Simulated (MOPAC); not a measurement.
MOPAC input (AM1):

```
AM1 FORCE THERMO(298,298) PRECISE LET UHF MS=0.5 GEO-OK AUX(PRECISION=9) THREADS=1
H2P

P     0.00409070 1   -0.00121430 1    0.09218973 1
H    -0.04706572 1    1.02850461 1   -0.79236696 1
H    -0.02448734 1   -1.00726466 1   -0.82018315 1
```

### Question
Which zero-point energy does it print?

### Answer
8.53 kcal/mol, from the harmonic wavenumbers of AM1.
